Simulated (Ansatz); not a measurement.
One change: `OC1=C(CCl)C1` becomes `OC1=C(F)C1`.

Ansatz, PBE0-D4/def2-TZVP geometries, multiplicity 1. Each molecule was computed in one conformer, which needn't be the lowest.

```tsv
property	`OC1=C(CCl)C1`
size of the dipole moment (ωB97M-V/def2-TZVPP) / D	2.74
HOMO–LUMO gap (ωB97M-V/def2-TZVPP) / eV	10.86
LUMO energy (ωB97M-V/def2-TZVPP) / eV	2.06
HOMO–LUMO gap (B3LYP/def2-TZVPP) / eV	6.21
HOMO energy (PBE0/def2-TZVPP) / eV	-6.65
LUMO energy (PBE0/def2-TZVPP) / eV	-0.01
```

Task: What does the change do to each property? (Best estimate.)

Result: The calculation gave: 
```
                                          property  `OC1=C(F)C1`  shift
size of the dipole moment (ωB97M-V/def2-TZVPP) / D          1.37  -1.37
           HOMO–LUMO gap (ωB97M-V/def2-TZVPP) / eV         10.66  -0.20
             LUMO energy (ωB97M-V/def2-TZVPP) / eV          1.93  -0.13
             HOMO–LUMO gap (B3LYP/def2-TZVPP) / eV          6.35   0.14
                HOMO energy (PBE0/def2-TZVPP) / eV         -6.52   0.13
                LUMO energy (PBE0/def2-TZVPP) / eV          0.44   0.45
```

With PBE0 the HOMO rises by 0.13 eV and the LUMO rises by 0.45 eV, so the gap widens by about 0.32 eV. PBE moves the HOMO by 0.26 eV and ωB97M-V by 0.07 eV. Dipoles are sizes alone; their direction can turn.

B3LYP here is the variant with VWN-RPA as its local correlation; programs differ in this.
